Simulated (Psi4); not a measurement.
**AlH2Cl (SMILES [H][Al]([H])[Cl]): MP2/cc-pVTZ (density fitting for correlation)**

What is the vertical singlet–triplet gap of AlH2Cl at MP2/cc-pVTZ (density fitting for correlation)? 

Program for the calculation: Psi4 1.11.

3 further runs of the same task are left out: 3 set aside as unsound or not needed.

### 1 Starting point

The species is AlH2Cl (4 atoms), meant as a singlet with charge 0. As SMILES, `[H][Al]([H])[Cl]`. Geometry: a GFN2-xTB relaxation, a rough one for these elements and not checked as a minimum.

Bond lengths: Al1–Cl4 2.014 Å, Al1–H2 1.538 Å, Al1–H3 1.538 Å. Angles: H2–Al1–Cl4 121.9°, H3–Al1–Cl4 121.9°, H2–Al1–H3 116.1°.

### 2 The energy at MP2/cc-pVTZ (density fitting for correlation)

Contents of input.in:

```
memory 1.6 GB

molecule {
  0 1
  Al     0.09407057     0.15671499    -0.00415740
  H      2.99903315     0.20692501     0.02515225
  H     -1.23038178     2.74282409    -0.03684966
  Cl    -1.86272194    -3.10648298     0.01587370
  units au
  no_reorient
  no_com
}

set globals {
  basis     cc-pVTZ
  reference rhf
  scf_type  direct
  mp2_type  df
}

E = energy('mp2')
```

On the command line:

```sh
$ psi4 -i input.in -o input.out -n 1
```

input.out:

```text
[...]
  Running in c1 symmetry.
[...]
  Nuclear repulsion =   73.011449266648029
[...]
  Multiplicity = 1
[...]
  Nalpha       = 16
  Nbeta        = 16
[...]
    Number of basis functions: 96
[...]
   @DF-RHF iter   1:  -702.65417670516922   -5.01759e-01   1.78158e-03 DIIS/ADIIS
[...]
   @RHF iter  15:  -702.66837043181067   -1.62572e-11   9.83396e-09 DIIS
[...]
    Orbital Energies [Eh]
    ---------------------
    Doubly Occupied:
       1A   -104.826033     2A    -58.496131     3A    -10.554467
       4A     -8.020877     5A     -8.019988     6A     -8.019813
       7A     -4.913234     8A     -3.227724     9A     -3.227017
      10A     -3.225383    11A     -1.093689    12A     -0.596263
      13A     -0.498708    14A     -0.493910    15A     -0.482842
      16A     -0.428381
[...]
  @RHF Final Energy:  -702.66837043181067
   => Energetics <=
    Nuclear Repulsion Energy =             73.0114492666480288
    One-Electron Energy =               -1119.1107184204156511
    Two-Electron Energy =                 343.4308987219569076
    Total Energy =                       -702.6683704318106720
[...]
 Multipole Moments:
 ------------------------------------------------------------------------------------
     Multipole            Electronic (a.u.)      Nuclear  (a.u.)        Total (a.u.)
 ------------------------------------------------------------------------------------
 L = 1.  Multiply by 2.5417464519 to convert [e a0] to [Debye]
 Dipole X            :         28.8074475          -28.6747042            0.1327433
 Dipole Y            :         48.0442929          -47.8231667            0.2211262
 Dipole Z            :         -0.2100738            0.2041093           -0.0059646
 Magnitude           :                                                    0.2579789
[...]
```

Run time: 17 s. Hardware: 1 thread of Intel Xeon 6975P-C (Granite Rapids), shared host; peak memory 0.3 GiB.

### 3 The triplet

Contents of run.py:

```python
import psi4

psi4.set_memory(1600000000)
psi4.set_num_threads(1)
psi4.set_output_file('alclh2.out', False)

mol = psi4.geometry("""
0 3
Al     0.09407057     0.15671499    -0.00415740
H      2.99903315     0.20692501     0.02515225
H     -1.23038178     2.74282409    -0.03684966
Cl    -1.86272194    -3.10648298     0.01587370
units au
no_reorient
no_com
""")

psi4.set_options({
    'basis': 'cc-pVTZ',
    'reference': 'uhf',
    'scf_type': 'direct',
    'mp2_type': 'df',
})

e_tot, wfn = psi4.energy("mp2", molecule=mol, return_wfn=True)
print('E =', round(e_tot, 9))
```

On the command line:

```sh
$ python run.py
```

alclh2.out:

```text
[...]
  Running in c1 symmetry.
[...]
  Nuclear repulsion =   73.011449266648029
[...]
  Multiplicity = 3
[...]
  Nalpha       = 17
  Nbeta        = 15
[...]
    Number of basis functions: 96
[...]
   @DF-UHF iter   1:  -702.43242910578499   -2.80011e-01   1.81483e-03 ADIIS/DIIS
[...]
   @UHF iter  25:  -702.46227907381081   -6.13909e-12   6.79908e-09 DIIS
[...]
   @S^2 Observed:                2.040895274E+00
[...]
    Orbital Energies [Eh]
    ---------------------
    Alpha Occupied:
       1A   -104.821783     2A    -58.505888     3A    -10.549816
       4A     -8.016339     5A     -8.016192     6A     -8.015160
       7A     -4.925453     8A     -3.245029     9A     -3.243304
      10A     -3.237966    11A     -1.089823    12A     -0.697197
      13A     -0.601563    14A     -0.531148    15A     -0.486674
      16A     -0.475483    17A     -0.203623
    Alpha Virtual:
      18A      0.068915    19A      0.106192    20A      0.139822
      21A      0.183851    22A      0.204356    23A      0.243089
      24A      0.259356    25A      0.264719    26A      0.280386
[...]
  @UHF Final Energy:  -702.46227907381081
   => Energetics <=
    Nuclear Repulsion Energy =             73.0114492666480288
    One-Electron Energy =               -1118.7167502228912781
    Two-Electron Energy =                 343.2430218824324584
    Total Energy =                       -702.4622790738108051
  UHF NO Occupations:
  HONO-2 :   15  A 1.9809569
  HONO-1 :   16  A 1.0000000
[...]
 Multipole Moments:
 ------------------------------------------------------------------------------------
     Multipole            Electronic (a.u.)      Nuclear  (a.u.)        Total (a.u.)
 ------------------------------------------------------------------------------------
 L = 1.  Multiply by 2.5417464519 to convert [e a0] to [Debye]
 Dipole X            :         29.0414854          -28.6747042            0.3667812
 Dipole Y            :         48.4345745          -47.8231667            0.6114078
 Dipole Z            :         -0.1783055            0.2041093            0.0258038
 Magnitude           :                                                    0.7134520
[...]
```

On the terminal:

```text
E = -702.830976092
```

Wall time 20 s (1 thread of Intel Xeon 6975P-C (Granite Rapids), shared host); peak memory 0.31 GiB.

### 4 Results

At MP2/cc-pVTZ (density fitting for correlation):

| quantity | value |
| --- | --- |
| singlet: total energy | -703.03793 Eh |
| singlet: HOMO energy (Hartree–Fock orbitals) | -11.66 eV |
| singlet: LUMO energy (Hartree–Fock orbitals) | 1.20 eV |
| singlet: HOMO–LUMO gap (Hartree–Fock orbitals) | 12.85 eV |
| singlet: correlation energy | -369.6 mEh |
| triplet: total energy | -702.83098 Eh |
| triplet: HOMO energy (Hartree–Fock orbitals) (highest over α and β) | -5.54 eV |
| triplet: LUMO energy (Hartree–Fock orbitals) (lowest over α and β) | -3.53 eV |
| triplet: correlation energy | -368.7 mEh |
| triplet: ⟨S²⟩ of the reference determinant | 2.041 |
| vertical energy of the triplet above the singlet | 5.631 eV |

What this shows: At this shape the triplet lies 5.63 eV (130 kcal/mol) above the singlet.
